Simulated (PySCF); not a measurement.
Ionisation energy of Mg by level of theory

Mg [Ne] 3s2 → Mg⁺ [Ne] 3s1 [3s1/2^1, M_J = 1/2], as a difference of total energies. All numbers are calculated (PySCF 2.14, the two-component X2C-1e Hamiltonian, in x2c-TZVPPall-2c (5s5p3d, 35 functions)). Correlated levels: [Ne] frozen. "Screened" scales the spin-orbit matrix elements by Boettger's factors to mimic the two-electron term; Breit and QED terms are absent.

| method | ionisation energy (eV) |
| --- | --- |
| GHF (screened spin-orbit) | 6.621 |
| GMP2 (screened spin-orbit) | 7.212 |

**Question.** How much does correlation contribute at GMP2 (screened spin-orbit)?

**Answer.** 7.212 − (6.621) = 0.591 eV, measured against GHF (screened spin-orbit).

Errors of the correlated levels include the incompleteness of this basis and the frozen core.

MP2 underrates the near-degeneracy of ns² with np² in the lower species.

For comparison: 7.646 eV (measured; NIST Atomic Spectra Database, ionization energies).
